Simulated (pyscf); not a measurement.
Homolytic dissociation enthalpies at 298 K of Ge–Ge, Ge–Sn, Si–Si bonds in 8 gas-phase molecules, in kcal/mol. Single points on ωB97X-D3(BJ)/def2-SVP structures (PySCF, gas phase). Both columns use the same structures and thermal terms. Rows were drawn at random from the closed-shell molecules with such a bond whose radicals are computed, keep their shape and have no isomer in the data more than 5 kcal/mol lower.

| row | molecule | radicals | PBE/def2-TZVP | ωB97M-D3(BJ)/def2-TZVP |
|---|---|---|---|---|
| 1 | F–Si(SiH₃)(SiH₃)–SiH₃ | F–Si•(SiH₃)–SiH₃ + SiH₃• | 67.6 | 72.9 |
| 2 | F–GeH(F)–Ge(F)(F)–F | F–GeH•–F + F–Ge•(F)–F | 59.1 | 62.8 |
| 3 | H₂N–GeH₂–SnH₃ | H₂N–GeH₂• + SnH₃• | 55.6 | ? |
| 4 | H₃Si–Si(SiH₃)(SiH₃)–SiH₃ | SiH₃• + H₃Si–Si•(SiH₃)–SiH₃ | 67.6 | 72.9 |
| 5 | F–GeH₂–Ge(F)(F)–F | F–GeH₂• + F–Ge•(F)–F | 63.8 | 66.9 |
| 6 | H₃Si–SiH₂–SiH(SiH₃)–SiH₃ | SiH₃• + •H₂Si–SiH(SiH₃)–SiH₃ | 69.5 | 74.8 |
| 7 | H₃Si–Si(SiH₃)(Cl)–SiH₂–Cl | H₃Si–Si•(SiH₃)–Cl + •H₂Si–Cl | 65.2 | 72.5 |
| 8 | Cl–Ge(Cl)(Cl)–GeH₃ | Cl–Ge•(Cl)–Cl + GeH₃• | 61.7 | 65.4 |

Question: Fit a line that carries the PBE values to the last column and predict row 3.

Answer: In the 7 complete rows the last column lies 3.1 to 7.3 kcal/mol from PBE (mean 4.8, median 5.3). Least squares gives y = -9.5 + 1.22·x with residuals of 1.1 kcal/mol (root mean square). For row 3: -9.5 + 1.22 × 55.6 = 58.3 kcal/mol, an extrapolation. The computed value is 57.4 kcal/mol, 0.9 under the line. Elements up to Kr have no core potential and no relativistic terms here. Elements past Kr carry the def2 core potentials, without spin-orbit coupling.
